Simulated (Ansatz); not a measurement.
**CH₂ClFO: one species, many methods**

The task here is to estimate one member of a computed series from the others.

Method: functionals in def2-TZVPP, the program's frozen cores in correlated methods; program: Ansatz 0.2.0, Gaussian basis.

Plan: LDA (SPW92), PBE-D4, revPBE-D4, BLYP-D4, r2SCAN-D4, B97M-V, PBE0-D4, B3LYP-D4, r2SCANh-D4, r2SCAN0-D4, HSE06-D4, BHLYP-D4, CAM-B3LYP-D4, LC-ωPBE, ωB97X-V, ωB97M-V, B2PLYP, PBE-QIDH; CCSD(T)/def2-SVP; CCSD(T)/def2-TZVPP; MP2/def2-QZVPP; extrapolation to the limit; RPA on PBE.

### The relaxed structure

An earlier PBE0-D4 in a triple-zeta def2 set relaxation fixed the geometry.

SMILES `OC(F)Cl`, 6 atoms, charge 0, spin multiplicity 1.

Atoms are counted from 1 here; the program's logs count them from 0.

Bond lengths: O1–C2 1.346 Å, O1–H5 0.965 Å, C2–F3 1.357 Å, C2–Cl4 1.794 Å, C2–H6 1.088 Å. Angles: C2–O1–H5 109.3°, O1–C2–F3 111.5°, O1–C2–Cl4 112.4°, O1–C2–H6 109.1°, F3–C2–Cl4 106.8°, F3–C2–H6 109.3°, Cl4–C2–H6 107.6°.

Set-up of the first run:

The input, in.yaml:

```yaml
crystal:
  periodic: [false, false, false]
  atoms:
    - {symbol: O, position_ang: [0.504013, 0.977058, -0.218336]}
    - {symbol: C, position_ang: [0.086605, -0.212692, 0.253836]}
    - {symbol: F, position_ang: [0.593105, -1.241066, -0.471904]}
    - {symbol: Cl, position_ang: [-1.699426, -0.378660, 0.209471]}
    - {symbol: H, position_ang: [0.156415, 1.106978, -1.109436]}
    - {symbol: H, position_ang: [0.401389, -0.315517, 1.290269]}
basis:
  gaussian: {orbitals: def2-TZVPP}
hamiltonian: {xc: lda}
output: {orbitals: {seedname: orbitals}}
```

Launch:

```
$ ansatz run in.yaml --threads 2 --pin off --events-out ev --progress --plain --max-ram 4352MiB
```

Steps of the session up to this table: LDA; PBE-D4 (GGA); revPBE-D4 (GGA); BLYP-D4 (GGA); r2SCAN-D4 (meta-GGA); B97M-V (meta-GGA); B3LYP-D4 (hybrid); r2SCANh-D4 (hybrid); r2SCAN0-D4 (hybrid); HSE06-D4 (hybrid); BHLYP-D4 (hybrid); CAM-B3LYP-D4 (range-separated); LC-ωPBE (range-separated); ωB97X-V (range-separated); ωB97M-V (range-separated); B2PLYP (double hybrid); PBE-QIDH (double hybrid).

One table of the session follows, with a row left open; its other results are not shown here.

It belongs to the step «Frontier levels by functional». 

```
  functional  HOMO (eV)  LUMO (eV)  gap (eV)
 LDA (SPW92)      -7.68      -0.89      6.79
      PBE-D4      -7.50      -0.65      6.86
   revPBE-D4      -7.44      -0.55      6.89
     BLYP-D4      -7.37      -0.60      6.77
   r2SCAN-D4      -7.89      -0.34      7.55
      B97M-V      -8.01      -0.30      7.71
     PBE0-D4      -9.08       0.46      9.54
    B3LYP-D4      -8.80       0.11      8.92
  r2SCANh-D4          ?          ?         ?
  r2SCAN0-D4      -9.34       0.68     10.01
    HSE06-D4      -8.67       0.08      8.75
    BHLYP-D4     -10.52       1.44     11.95
CAM-B3LYP-D4     -10.54       1.49     12.03
     LC-ωPBE     -11.97       2.86     14.83
     ωB97X-V     -11.58       2.70     14.28
     ωB97M-V     -11.43       2.37     13.80
```

**Question.** Estimate the row for r2SCANh-D4.

Worked estimate for «HOMO (eV)». Against the share of exact exchange, r2SCAN-D4 (0, -7.89), r2SCAN0-D4 (0.25, -9.34) give a slope of -5.80 per unit share; at 0.1 the line stands at -8.47.

The run gave: HOMO (eV): -8.47; LUMO (eV): 0.07; gap (eV): 8.54. In «HOMO (eV)» the line misses by 0.00.
